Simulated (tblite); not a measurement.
Species: C5H4F (doublet state).
Z-matrix (Å and degrees, GFN2-xTB geometry), rows numbered from 1:
```
C 
C   1  1.3347
C   2  1.3893  1  151.46
F   3  1.3205  2  147.77  1     0.23
C   3  1.3894  2   64.27  1  -179.83
C   5  1.3347  2  150.59  3  -179.89
H   1  1.0751  2  121.11  3   179.95
H   1  1.0763  2  121.06  3    -0.10
H   6  1.0751  5  121.01  2    -0.15
H   6  1.0761  5  121.23  2   179.83
```

Level: GFN2-xTB in tblite, geometry and Hessian alike; calculated harmonic values, unscaled, isolated species. Against measured fundamentals such values can be off by several per cent, at times by over 20. One conformer, not necessarily the lowest. Open shells enter through the occupations alone, without spin polarisation, and single modes of such species can be off by tens of per cent.

Harmonic wavenumbers (cm⁻¹): 166.7, 212.1, 233.4, 301.6, 419.1, 492.4, 578.7, 631.3, 723.3, 782.3, 785.4, 789.9, 960.8, 1047.2, 1064.8, 1380.4, 1391.0, 1481.1, 1548.6, 1957.1, 3104.1, 3105.8, 3136.4, 3137.9.

A = 4085, B = 3886, C = 1991 MHz; mass 83.030 u (most abundant isotopes); point group C2v, symmetry number 2; spin multiplicity 2.

Problem. What is the zero-point energy?

Solution. ½Σν̃ = 14716 cm⁻¹ = 176.04 kJ/mol.

Problem. Give the ideal-gas entropy at 298.15 K and 1 bar in the rigid-rotor, harmonic-oscillator model (classical rotation).

Solution. Translation 163.97, rotation 106.04, vibration 48.01, spin (R ln 2) 5.76: S = 323.8 J/(mol K).

Problem. And Cp and H(298.15 K) − H(0)?

Solution. Cp = 100.85 J/(mol K), of which vibrations give 67.60 (their classical limit is 24 R = 199.5); H(298.15 K) − H(0) = 18.85 kJ/mol without the zero-point energy, 8.93 from vibrations.

Problem. What must be added to the electronic energy to get the Gibbs energy at 298.15 K and 1 bar?

Solution. ZPE + [H(298.15 K) − H(0)] − T·S = 176.04 + 18.85 − 96.54 = 98.35 kJ/mol.

Problem. Which modes carry the vibrational entropy at 298.15 K?

Solution. 166.7 cm⁻¹: 10.34; 212.1 cm⁻¹: 8.47; 233.4 cm⁻¹: 7.75; 301.6 cm⁻¹: 5.89; 419.1 cm⁻¹: 3.74; 492.4 cm⁻¹: 2.83 J/(mol K); the other 18 give 8.97 together.

Problem. How do the functions run with temperature in this model?

Solution. 
```
T (K)  S (J/(mol K))  Cp (J/(mol K))  H − H(0) (kJ/mol)  G − H(0) (kJ/mol)  ln q(vib)
  150          268.7            63.0               6.64             -33.66       0.57
  250          307.1            89.3              14.26             -62.50       1.60
  400          356.5           122.0              30.23            -112.36       3.44
  600          412.0           151.4              57.79            -189.38       6.00
  900          478.9           178.1             107.57            -323.42       9.63
```

q(vib) and H(0) count from the zero-point level.

Hindered rotation and anharmonicity are outside this model. Other conformers, if any are populated, would add a mixing term that is left out.

Time: 0.25 s wall. Hardware: Arm Neoverse N1, one thread, on a shared host. The figure is for the frequency step alone.
